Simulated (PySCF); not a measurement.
Below is a simulated gas-phase C 1s photoelectron spectrum of `C(=O)C#C`.

Every computed line was given a Gaussian of 1.0 eV full width at half maximum and an area set by the number of equivalent atoms; the highest printed point is 100. Theory: PySCF, delta-SCF UKS SCAN, pcX-2 on the ionised atom, pcseg-1 elsewhere, spin-free X2C.

```
binding energy (eV)  intensity
              290.1          0
              290.2          0
              290.3          1
              290.4          2
              290.5          3
              290.6          6
              290.7         10
              290.8         16
              290.9         24
              291.0         35
              291.1         48
              291.2         62
              291.3         76
              291.4         88
              291.5         97
              291.6        100
              291.7         98
              291.8         91
              291.9         80
              292.0         66
              292.1         52
              292.2         39
              292.3         27
              292.4         18
              292.5         11
              292.6          7
              292.7          4
              292.8          2
              292.9          1
              293.0          1
              293.1          1
              293.2          1
              293.3          1
              293.4          2
              293.5          4
              293.6          6
              293.7         10
              293.8         15
              293.9         21
              294.0         28
              294.1         35
              294.2         41
              294.3         47
              294.4         50
              294.5         50
              294.6         47
              294.7         43
              294.8         36
              294.9         29
              295.0         22
              295.1         16
              295.2         11
              295.3          7
              295.4          4
              295.5          3
              295.6          1
              295.7          1
              295.8          0
              295.9          0
```

How many maxima does the curve show, and how many computed lines lie under it?

The curve has 2 maxima (at 291.6 and 294.5 eV). Under it lie 3 lines from 3 inequivalent carbon sites. At this width some lines have no maximum of their own.

Decompose the envelope and assign each component. Numbering: `[CH:1]#[C:2][CH:3]=[O:4]`.

```tsv
position (eV)	relative area	line	atoms	environment
291.60	1	C 1s	C1	terminal alkyne carbon
291.63	1	C 1s	C2	alkyne carbon
294.46	1	C 1s	C3	aldehyde carbon
```

Lowest listed C 1s: C1, bonded to C (triple bond) and H. Highest, 2.86 eV above it: C3, bonded to O (double bond), C and H. The widest gap between neighbouring values is 2.83 eV, between 291.63 and 294.46 eV. Summing the Pauling electronegativity differences to the bonded atoms, each weighted by its formal bond order, gives -0.35 for the lowest site and +1.43 for the highest; no listed site has a larger sum than the highest. The values 291.60 and 291.63 eV lie too close for their order to be trusted.

Shake-up satellites, vibrational structure and lifetime widths aren't simulated. Spin contamination (⟨S²⟩ against 0.75 for a pure doublet) is marked for C 1s of C1 (0.87), C 1s of C2 (0.86) and C 1s of C3 (0.89), which makes these values less certain. Isolated species at its GFN2-xTB geometry, gas phase.

Hardware: one thread, Arm Neoverse V2, on a shared host. Cost: 8.5 s wall.
